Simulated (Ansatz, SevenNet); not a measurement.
# How the lattice parameter c of GaS (P6₃/mmc, No. 194) moves with the method

No measured value is used here.

| level (code) | value (Å) |
|---|---|
| SevenNet-l3i5 (SevenNet) | 17.144 |
| LDA (Ansatz) | 15.239 |
| PBE (Ansatz) | 17.779 |
| PBEsol (Ansatz) | 16.030 |
| PBE-D3(BJ) (Ansatz) | 15.447 |
| PBE-D4 (Ansatz) | 15.286 |
| rVV10 (Ansatz) | 15.548 |

Ansatz's density-functional and Hartree–Fock values are scalar-relativistic unless marked +SOC, with PAW data made under PBE.

Machine-learned potentials (SevenNet-l3i5) are trained on DFT data, which may include these solids.

Ansatz is a program for electronic structure.
